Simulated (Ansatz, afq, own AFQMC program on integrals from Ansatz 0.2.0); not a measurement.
**ZrCl, quartet → ZrCl⁺, triplet**

```xyz
2

Zr    0.0000    0.0000    0.0000
Cl    0.0000    0.0000    2.3446
```

E(triplet, charge +1) − E(quartet, charge +0) at this geometry, on UHF and UHF determinants.

Basis def2-SVP with its core potentials. Only valence electrons are correlated. Integrals, coupled cluster, full CI and functionals: Ansatz 0.2.0; the random walks run on the same integrals in our own AFQMC program. The CISD trial takes its coefficients from CCSD amplitudes. Released means that phaseless walkers are propagated on without the constraint, phases kept. ± is one standard error of the sampling. No spin–orbit coupling. The metal's outer-core s and p shells are frozen, which shifts wave-function levels against functionals. The errors of all members are added in quadrature.

No full CI on the walks' own integrals is used here; CCSDT(Q) serves as the reference and is uncertain by about the last step of the cluster series. Each member takes its own surest rung, up to full CI.

Errors are counted within def2-SVP, not against nature.

Cautions: no spin-orbit coupling; outer-core shells of the metal frozen; ZrCl (quartet): lower spins were not checked; ZrCl⁺ (triplet): lower spins were not checked, higher spins were not checked, the released energies have errors that jump between times, so the bars are unsure, so no released level is given (meV from the phaseless value at times in 1/Eh: -11.7 ± 1.6 at 0.60, 41 ± 55 at 1.20, -23 ± 4 at 2.00, -32 ± 17 at 3.00, -2510 ± 2412 at 4.20), though the last usable value meets CCSDT(Q) within the noise, its ph-AFQMC/CISD value lies 22 ± 3 meV above CCSDT(Q); this needn't be the first ionization.

Reference (CCSDT(Q)): 595.7 kJ/mol.

```tsv
level	vertical ionization energy (kJ/mol)	error against CCSDT(Q) (kJ/mol)
HF	594.9	-0.8
MP2	597.1	1.3
CCSD	602.4	6.7
CCSD(T)	597.1	1.4
CCSDT	596.5	0.8
ph-AFQMC/CISD	596.6 ± 0.3	0.9 ± 0.3
```

Correlation beyond CCSD(T) takes off 1.4 kJ/mol. The perturbative (T) step is worth −5.3 kJ/mol.

A walk keeps the symmetry of its determinant, which the program's search chose and which needn't be the lowest solution, so a lower state of the same spin and another symmetry isn't excluded.
